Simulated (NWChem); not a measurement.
The numbers come from NWChem runs, not from measurements. System: propene (C₃H₆), charge 0, spin multiplicity 1, at a geometry optimised with PBE0/def2-SVP. Level: CR-CCSD(T)/def2-SVP, 3 core orbitals frozen.

Part of the output:

```
             Northwest Computational Chemistry Package (NWChem) 7.3.0
             --------------------------------------------------------

                                NWChem Input Module
                                -------------------

 Scaling coordinates for geometry "geometry" by  1.889725989
 (inverse scale =  0.529177249)

 Turning off AUTOSYM since
 SYMMETRY directive was detected!

                             Geometry "geometry" -> ""
                             -------------------------

 Output coordinates in angstroms (scale by  1.889725989 to convert to a.u.)

  No.       Tag          Charge          X              Y              Z
 ---- ---------------- ---------- -------------- -------------- --------------
    1 C                    6.0000     0.25137300     1.21614800     0.00000000
    2 C                    6.0000    -0.45943400    -0.09662800     0.00000000
    3 C                    6.0000     0.12564600    -1.29532700     0.00000000
    4 H                    1.0000    -0.02407700     1.81718300    -0.88295200
    5 H                    1.0000    -0.02407700     1.81718300     0.88295200
    6 H                    1.0000     1.34406700     1.08852600     0.00000000
    7 H                    1.0000    -1.55647800    -0.05060500     0.00000000
    8 H                    1.0000     1.21599200    -1.39961100     0.00000000
    9 H                    1.0000    -0.46093800    -2.21783700     0.00000000

 Effective nuclear repulsion energy (a.u.)      70.5701132332

            Nuclear Dipole moment (a.u.)
            ----------------------------
        X                 Y               Z
 ---------------- ---------------- ----------------
    -0.0000018897    -0.0000056692     0.0000000000

      Symmetry information
      --------------------

 Group name             Cs
 Group number              2
 Group order               2
 No. of unique centers     8

      Symmetry unique atoms

     1    2    3    4    6    7    8    9


 Summary of "ao basis" -> "" (spherical)
 ------------------------------------------------------------------------------
       Tag                 Description            Shells   Functions and Types
 ---------------- ------------------------------  ------  ---------------------
 *                          def2-svp                  on all atoms

 Summary of "ao basis" -> "ao basis" (spherical)
 ------------------------------------------------------------------------------
       Tag                 Description            Shells   Functions and Types
 ---------------- ------------------------------  ------  ---------------------
 C                          def2-svp                 6       14   3s2p1d
 H                          def2-svp                 3        5   2s1p

                                 NWChem SCF Module
                                 -----------------

  ao basis        = "ao basis"
  functions       =    72
  atoms           =     9
  closed shells   =    12
  open shells     =     0
  charge          =   0.00
  wavefunction    = RHF
  use symmetry    = T
  symmetry adapt  = T

 Summary of "ao basis" -> "ao basis" (spherical)
 ------------------------------------------------------------------------------
       Tag                 Description            Shells   Functions and Types
 ---------------- ------------------------------  ------  ---------------------
 C                          def2-svp                 6       14   3s2p1d
 H                          def2-svp                 3        5   2s1p

      Symmetry analysis of basis
      --------------------------

        a'         51
        a"         21

 Forming initial guess at       0.1s

      Superposition of Atomic Density Guess
      -------------------------------------

 Sum of atomic energies:        -115.87010564

      Non-variational initial energy
      ------------------------------

 Total energy =    -117.820609
 1-e energy   =    -293.019639
 2-e energy   =     104.628917
 HOMO         =      -0.315430
 LUMO         =       0.012387

      Symmetry analysis of molecular orbitals - initial
      -------------------------------------------------

  Numbering of irreducible representations:
[...]
 Vector   14  Occ=0.000000D+00  E= 1.898613D-01  Symmetry=a'
              MO Center=  4.4D-02,  1.1D+00, -1.5D-15, r^2= 6.6D+00
   Bfn.  Coefficient  Atom+Function         Bfn.  Coefficient  Atom+Function
  ----- ------------  ---------------      ----- ------------  ---------------
     3      2.962144  1 C  s                 44     -1.213643  4 H  s
    49     -1.213643  5 H  s                 54     -1.020419  6 H  s
    59     -0.789689  7 H  s                 31      0.648783  3 C  s
    21     -0.594661  2 C  px                64     -0.501627  8 H  s
    69     -0.502698  9 H  s                 22     -0.324567  2 C  py

 Vector   15  Occ=0.000000D+00  E= 2.194654D-01  Symmetry=a'
              MO Center= -2.1D-01, -3.2D-01, -1.1D-16, r^2= 6.7D+00
   Bfn.  Coefficient  Atom+Function         Bfn.  Coefficient  Atom+Function
  ----- ------------  ---------------      ----- ------------  ---------------
    59      1.512680  7 H  s                 17     -1.403414  2 C  s
     3      1.288255  1 C  s                 54     -1.167164  6 H  s
    64     -0.934348  8 H  s                 69      0.819111  9 H  s
    35      0.611135  3 C  px                21      0.421838  2 C  px
     7      0.348974  1 C  px                36      0.315192  3 C  py

 center of mass
 --------------
 x =  -0.02205012 y =  -0.04703718 z =   0.00000000

 moments of inertia (a.u.)
 ------------------
         193.995627914322         -10.772872035104           0.000000000000
         -10.772872035104          39.331980633679           0.000000000000
           0.000000000000           0.000000000000         222.104401386166

  Mulliken analysis of the total density
  --------------------------------------

    Atom       Charge   Shell Charges
 -----------   ------   -------------------------------------------------------
    1 C    6     6.00   1.99  0.86  0.19  2.05  0.89  0.04
    2 C    6     6.17   1.99  0.89  0.30  1.98  0.97  0.05
    3 C    6     6.10   1.99  0.86  0.26  1.98  0.97  0.04
    4 H    1     0.96   0.75  0.18  0.03
    5 H    1     0.96   0.75  0.18  0.03
    6 H    1     0.96   0.75  0.19  0.03
    7 H    1     0.95   0.75  0.17  0.02
    8 H    1     0.95   0.75  0.18  0.03
    9 H    1     0.94   0.75  0.17  0.03

       Multipole analysis of the density wrt the origin
       ------------------------------------------------

     L   x y z        total         open         nuclear
     -   - - -        -----         ----         -------
     0   0 0 0      0.000000      0.000000     24.000000

     1   1 0 0     -0.020417      0.000000     -0.000002
     1   0 1 0      0.146366      0.000000     -0.000006
     1   0 0 1     -0.000000      0.000000      0.000000

     2   2 0 0    -14.209855      0.000000     27.360527
     2   1 1 0     -0.169087      0.000000      6.780638
     2   1 0 1      0.000000      0.000000      0.000000
     2   0 2 0    -14.402012      0.000000    120.226378
     2   0 1 1     -0.000000      0.000000      0.000000
     2   0 0 2    -16.385293      0.000000      5.568034

                   NWChem Extensible Many-Electron Theory Module
                   ---------------------------------------------


            General Information
            -------------------
      Number of processors :     1
         Wavefunction type : Restricted Hartree-Fock
          No. of electrons :    24
           Alpha electrons :    12
            Beta electrons :    12
           No. of orbitals :   144
            Alpha orbitals :    72
             Beta orbitals :    72
        Alpha frozen cores :     3
         Beta frozen cores :     3
     Alpha frozen virtuals :     0
      Beta frozen virtuals :     0
         Spin multiplicity : singlet
    Number of AO functions :    72
       Number of AO shells :    36
        Use of symmetry is : on
      Symmetry adaption is : on
         Schwarz screening : 0.10D-09

          Correlation Information
          -----------------------
          Calculation type : Coupled-cluster singles & doubles w/ perturbation
   Perturbative correction : Completely renormalized (T)
            Max iterations :      100
        Residual threshold : 0.10D-05
     T(0) DIIS level shift : 0.00D+00
     L(0) DIIS level shift : 0.00D+00
     T(1) DIIS level shift : 0.00D+00
     L(1) DIIS level shift : 0.00D+00
     T(R) DIIS level shift : 0.00D+00
     T(I) DIIS level shift : 0.00D+00
   CC-T/L Amplitude update :  5-th order DIIS
                I/O scheme : Global Array Library
        L-threshold :  0.10D-05
        EOM-threshold :  0.10D-05
 no EOMCCSD initial starts read in
 TCE RESTART OPTIONS
 SLICE:      F
 D4D5:       F
 quantumc:   F
 qrotation:  F
 pwtce:      F
 qducc:      F
 nacto:                         0
 nrotv:                         0
 nrot:                          0

            Memory Information
            ------------------
          Available GA space size is     249031616 doubles
          Available MA space size is     104853052 doubles

 Maximum block size supplied by input
 Maximum block size        24 doubles

 tile_dim =     21

 -------------------------------------------------
   1    alpha     a'     7 doubles       0       1
   2    alpha     a"     2 doubles       7       2
   3    beta      a'     7 doubles       9       1
   4    beta      a"     2 doubles      16       2
   5    alpha     a'    20 doubles      18       5
   6    alpha     a'    21 doubles      38       6
   7    alpha     a"    19 doubles      59       7
   8    beta      a'    20 doubles      78       5
   9    beta      a'    21 doubles      98       6
  10    beta      a"    19 doubles     119       7

 Global array virtual files algorithm will be used

 Parallel file system coherency ......... OK

 4-electron integrals stored in orbital form

 v2    file size   =          3023593
 4-index algorithm nr.  13 is used
 imaxsize =       30
 imaxsize ichop =        0


CCSD iterations
 ---------------------------------------------------------
 Iter          Residuum       Correlation     Cpu    Wall
 ---------------------------------------------------------
    1   0.1671500467150  -0.4175653424669     0.2     0.2
    2   0.0489259705822  -0.4466646924364     0.3     0.3
    3   0.0194664347500  -0.4553537714608     0.3     0.3
    4   0.0089855850192  -0.4577730734865     0.2     0.2
    5   0.0044807271888  -0.4587530854472     0.2     0.2
    6   0.0008554683451  -0.4594632831042     0.2     0.2
    7   0.0003297258424  -0.4595186756250     0.2     0.2
    8   0.0001625863104  -0.4595194920695     0.2     0.2
    9   0.0000825573665  -0.4595216522187     0.3     0.3
   10   0.0000447794535  -0.4595234305289     0.3     0.3
   11   0.0000081249475  -0.4595250890203     0.3     0.3
   12   0.0000029566521  -0.4595259424086     0.2     0.2
   13   0.0000013539309  -0.4595262369929     0.2     0.2
   14   0.0000006579402  -0.4595263490487     0.2     0.2
 -----------------------------------------------------------------
 Iterations converged
 CCSD correlation energy / hartree =        -0.459526349048679
 CCSD total energy / hartree       =      -117.448927530905053

 Singles contributions

 Doubles contributions
    13a"  (alpha)    13a"  (beta ) ---    12a"  (alpha)    12a"  (beta )       -0.1270007609
 CR-CCSD(T)

 CR-CCSD[T]  correction energy / hartree =        -0.011808036127802
 CR-CCSD[T] correlation energy / hartree =        -0.471334385176481
 CR-CCSD[T] total energy / hartree       =      -117.460735567032856
 CR-CCSD(T)  correction energy / hartree =        -0.011460507796635
 CR-CCSD(T) correlation energy / hartree =        -0.470986856845314
 CR-CCSD(T) total energy / hartree       =      -117.460388038701694

 Task  times  cpu:       28.5s     wall:       28.5s

 Total times  cpu:       28.5s     wall:       28.5s
```

Task: Write an NWChem input that would produce this output.

Result: One answer among several that fit: 
```
start mol
memory heap 100 mb stack 700 mb global 1900 mb
geometry units angstroms nocenter noautoz
  C      0.251373     1.216148     0.000000
  C     -0.459434    -0.096628     0.000000
  C      0.125646    -1.295327     0.000000
  H     -0.024077     1.817183    -0.882952
  H     -0.024077     1.817183     0.882952
  H      1.344067     1.088526     0.000000
  H     -1.556478    -0.050605     0.000000
  H      1.215992    -1.399611     0.000000
  H     -0.460938    -2.217837     0.000000
  symmetry group Cs
end
basis spherical
  * library def2-svp
end
scf
  rhf
  nopen 0
  maxiter 100
  thresh 1e-7
  semidirect memsize 60000000 filesize 0
end
tce
  freeze core 3
  cr-ccsd(t)
  2eorb
  2emet 13
  thresh 1e-6
  maxiter 100
  tilesize 24
end
task tce energy
```
